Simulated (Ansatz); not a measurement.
CH₅F, closed shell: a pair in one relaxed arrangement.

The input file, in.yaml:

```yaml
crystal:
  periodic: [false, false, false]
  atoms:
    - {symbol: F, position_ang: [-0.006324, 0.134019, -2.456089]}
    - {symbol: H, position_ang: [-0.000849, 0.085977, -1.533452]}
    - {symbol: C, position_ang: [0.001282, -0.043817, 0.792357]}
    - {symbol: H, position_ang: [0.752910, 0.376959, 1.458179]}
    - {symbol: H, position_ang: [0.483265, -0.775947, 0.140384]}
    - {symbol: H, position_ang: [-0.459040, 0.769897, 0.227260]}
    - {symbol: H, position_ang: [-0.771144, -0.547188, 1.371362]}
basis:
  gaussian: {orbitals: "def2-TZVPPD.json"}
correlation: {method: ccsd_t}
```

The basis file named in the input lies beside it (Basis Set Exchange, JSON).

Launched with

```bash
ansatz run in.yaml --threads 2 --pin off --events-out ev --progress --plain --max-ram 5222MiB
```

The run's output (Ansatz 0.2.0):

```
Functional definition: HF
  name "HF"
  cite "Fock, Z. Phys. 61, 126 (1930) doi:10.1007/BF01340294"
  parent pbe
  exchange = exact_x
  correlation = 0
925 factors; integrals over basis functions are off by at most 1.3e-3 eV
mean field evaluation 1: about -3815.1906 eV, gradient 3.2e1 eV
mean field evaluation 2: about -3815.1908 eV, gradient 3.2e1 eV
mean field evaluation 4: about -3817.1929 eV, gradient 2.6e0 eV
mean field evaluation 8: about -3817.2164 eV, gradient 1.3e-4 eV
mean field evaluation 16: about -3817.2160 eV, gradient 1.8e-1 eV
mean field -3817.21642633 eV, -140.2801162653 hartree, gradient 1.3e-6 eV, S^2 0.000000; 0 other end points of the search recorded, 0 dependent functions left out
2 core orbitals not correlated: weight in the atoms' cores, before any rotation towards them, 1.000 or more for the frozen orbitals, at most 0.000 for the correlated occupied ones
reference -3817.21642633 eV, -140.2801162653 hartree; 8, 8 occupied and 152, 152 virtual orbitals, 925 factors
second order -12.90428462 eV of doubles, -0.00000000 eV of singles
cycle   1  -13.19528182 eV  change   -2.9e-1 eV  update   6.4e-2
cycle   2  -13.44958496 eV  change   -2.5e-1 eV  update   1.8e-2
cycle   3  -13.50760210 eV  change   -5.8e-2 eV  update   8.4e-3
cycle   4  -13.50363954 eV  change    4.0e-3 eV  update   1.5e-3
cycle   5  -13.50336966 eV  change    2.7e-4 eV  update   5.4e-4
cycle   6  -13.50355084 eV  change   -1.8e-4 eV  update   1.3e-4
cycle   7  -13.50352465 eV  change    2.6e-5 eV  update   4.5e-5
cycle   8  -13.50351327 eV  change    1.1e-5 eV  update   1.1e-5
perturbative correction -0.36840239 eV, -0.0135385382 hartree
Total energy: -3831.08834199 eV, -140.7898997633 hartree
```

Hardware: 2 CPU threads of an Arm Neoverse V1, shared host. Wall time 15 s; peak host memory 1.2 GiB.
